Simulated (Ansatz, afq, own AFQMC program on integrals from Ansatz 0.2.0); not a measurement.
# InH2⁺, singlet: AFQMC among the cluster methods

```yaml
atoms:
  - { symbol: In, position_ang: [0.0000, 0.0000, 0.0000] }
  - { symbol: H, position_ang: [0.0000, 0.0000, -2.9294] }
  - { symbol: H, position_ang: [0.0000, 0.0000, 2.9294] }
```

Basis def2-TZVP with its core potentials. Only valence electrons are correlated. Integrals, coupled cluster, full CI and functionals: Ansatz 0.2.0; the random walks run on the same integrals in our own AFQMC program. The CISD trial takes its coefficients from CCSD amplitudes. Released means that phaseless walkers are propagated on without the constraint, phases kept. Error bars are statistical, one sigma. No spin–orbit coupling.

Determinant: UHF, the one that the program's search chose, which needn't be the lowest solution. The geometry is a point of a scan.

Full CI on the same integrals is exact in this basis and with this determinant's frozen core.

Cautions: no spin-orbit coupling; inner d shell frozen; unrestricted determinant spin contaminated (⟨S²⟩ 1.01 against 0.00); the next higher spin lies close (full CI puts it 54 meV above); walk and cluster series may follow different spin states.

- T1 diagnostic: 0.0154
- weight of the determinant in the CISD state: 0.932
- ⟨S²⟩ of the determinant: 1.013
- size of the correlated space: 4 electrons in 53 orbitals

Reference: full CI, correlation energy -0.981 eV. The released energy is read at 2.40 1/Eh (meV from the phaseless value at times in 1/Eh: -0.8 ± 0.8 at 0.24, -1.3 ± 0.9 at 0.51, -2.2 ± 0.8 at 0.99, -2.0 ± 0.6 at 1.62, -2.2 ± 0.6 at 2.40). The cautions show a poor starting determinant, so the rows tell how each method copes with it here, and full CI is the sure value.

```tsv
level	E − E(reference) (kJ/mol)	share of correlation (%)
HF	94.6	0.00
MP2	30.1	68.20
CCSD	3.0	96.86
CCSD(T)	2.4	97.47
CCSDT	0.5	99.50
CCSDT(Q)	0.1	99.89
ph-AFQMC/CISD	-0.3 ± 0.07	100.34
released AFQMC	-0.5 ± 0.06	100.56
```

CCSDT and higher add their correlation energy to the determinant of the CCSD(T) run, since their own runs factorise the integrals more tightly (a shift of under 2 meV). Released energies are given only where the last usable release times agree within the noise; a slower fall can still hide under it.
